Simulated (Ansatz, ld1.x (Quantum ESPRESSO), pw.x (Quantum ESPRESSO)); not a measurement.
## From atom to crystal: ultrasoft potential for Sb

| Quantity | Value |
| --- | --- |
| Element | Sb (Z = 51) |
| Generator | ld1.x (Quantum ESPRESSO) 7.5 |
| Type | ultrasoft |
| Functional | LDA (PW92) |
| Relativity | scalar-relativistic |
| Frozen core | [Kr] 4d10 |
| Valence charge | 5 |
| Reference configuration | 5s2 5p3 |
| Partial waves | 5s (bound): rcut 1.55, rcutus 1.90 bohr; 5s channel at 2.5 Ry: rcut 1.55, rcutus 1.90 bohr; 5p (bound): rcut 2.30, rcutus 2.75 bohr; 5p channel at 0.65 Ry: rcut 2.30, rcutus 2.75 bohr; 5d channel at 0.24 Ry: rcut 2.45, rcutus 2.80 bohr; 5d channel at 1.85 Ry: rcut 2.45, rcutus 2.80 bohr |
| Local potential | all-electron potential smoothed inside 1.65 bohr (lloc = -1) |
| Core correction | none |
| Augmentation charge | PSQ, radius 1.75 bohr |

Crystal test: diamond Sb in pw.x 7.5, no spin, 8³ k-points, Fermi–Dirac smearing 0.01 Ry, cutoffs 40/320 Ry. The reference is all-electron LAPW (Ansatz 0.2.0) with the same functional, mesh and smearing; V0 and B0 come from Birch–Murnaghan fits to the pressures at five volumes. Errors are pseudo minus all-electron; Δ is the rms difference of the E(V) curves that follow from these fits, minima aligned, over ±6 % about the mean V0. Mesh and smearing are coarse, so the numbers serve the comparison and aren't converged zero-temperature values; the lattice is a test structure that the element need not adopt.

```
V (Å³/atom)  P all-electron (GPa)  P pseudo (GPa)
     37.726                  2.06            1.71
     38.719                  0.94            0.62
     39.712                 -0.04           -0.34
     40.705                 -0.91           -1.19
     41.698                 -1.67           -1.94
```

All-electron: a0 = 6.821 Å (V0 = 39.67 Å³/atom), B0 = 37.1 GPa.

Pseudopotential: mean pressure error (GPa): -0.30; a0 (Å): 6.802; a0 error (%): -0.27; B0 error (%): +0.8; Δ (meV/atom): 2.6. The logarithmic derivative shows an extra or strongly shifted pseudo pole above the reference energy (s near 0.05 Ry).

Problem. At the middle volume, how do free energy and pressure move when the wave cutoff is lowered (ecutrho held at 320 Ry)?

Solution.

| cutoff (Ry) | shift of F (meV/atom) | shift of P (GPa) |
| --- | --- | --- |
| 18 | +9.4 | -0.02 |
| 24 | +2.9 | -0.02 |
| 32 | +1.4 | +0.01 |

The run at the middle volume (29 k-points, 9 iterations) took about 18 s on one core of a shared host (Neoverse-V2, 32 threads, 247 GiB, load 32).
